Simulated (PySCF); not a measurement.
**Basis set benchmark on one molecule**

Molecule: `ClC(Cl)Cl`, CHCl$_{3}$.

Molfile (atoms numbered from 1):
```
CHCl3
     RDKit          3D

  5  4  0  0  0  0  0  0  0  0999 V2000
    0.3618   -1.6219   -0.5088 Cl  0  0  0  0  0  0  0  0  0  0  0  0
    0.0050   -0.0034    0.1016 C   0  0  0  0  0  0  0  0  0  0  0  0
    1.2058    1.1674   -0.4492 Cl  0  0  0  0  0  0  0  0  0  0  0  0
   -1.6293    0.5008   -0.3381 Cl  0  0  0  0  0  0  0  0  0  0  0  0
    0.0567   -0.0428    1.1945 H   0  0  0  0  0  0  0  0  0  0  0  0
  1  2  1  0
  2  3  1  0
  2  4  1  0
  2  5  1  0
M  END
```

Geometry PBE0-D3(BJ)/def2-SVP throughout; GIAO in PySCF 2.14, gas phase, one conformer, non-relativistic; equivalent atoms averaged; functional PBE0.

Reference values (measured; solution, CD3OD, 298 K; Fulmer et al., Organometallics 2010, 29, 2176): δ(H5) = 7.90 ppm, δ(C2) = 79.4 ppm. Computed shifts are taken against TMS, calculated as an isolated molecule at each level.

**Question.** How do the basis sets STO-3G, 6-31G, pcSseg-0, 6-31G*, def2-SVP, cc-pVDZ, pcSseg-1, aug-cc-pVDZ, 6-311+G(2d,p), cc-pVTZ, def2-TZVP, IGLO-III, pcSseg-2 perform against the reference? Times are CPU seconds on shared hosts with different chips, so compare them loosely.

**Answer.** 
```csv
basis set,functions,H5,C2,abs. error H,abs. error C,core-s
STO-3G,33,5.29,91.8,2.61,12.4,1.3
6-31G,50,7.17,92.3,0.73,12.9,2.7
pcSseg-0,50,6.91,107.7,0.99,28.3,3.4
6-31G*,70,7.10,90.9,0.80,11.5,3.5
def2-SVP,73,6.96,99.6,0.94,20.2,3.2
cc-pVDZ,73,6.80,102.3,1.10,22.9,5.3
pcSseg-1,94,7.20,101.3,0.70,21.9,4.3
aug-cc-pVDZ,113,7.52,100.7,0.38,21.3,8.1
"6-311+G(2d,p)",138,7.61,100.7,0.29,21.3,7.5
cc-pVTZ,146,7.47,101.0,0.43,21.6,12
def2-TZVP,148,7.43,101.0,0.47,21.6,8.6
IGLO-III,177,7.46,101.7,0.44,22.3,13
pcSseg-2,179,7.40,103.3,0.50,23.9,9
```

For 1H the closest is 6-311+G(2d,p) (0.29 ppm) and the furthest STO-3G (2.61 ppm).

For 13C the closest is 6-31G* (11.5 ppm) and the furthest pcSseg-0 (28.3 ppm). Where a smaller basis beats a larger one, errors probably cancel; the largest sets show where the functional converges. One molecule is a small sample, and vibrational and solvent effects are absent from the calculation.

A small basis that lands close on one nucleus may do so by chance; judge by the trend and by all nuclei.
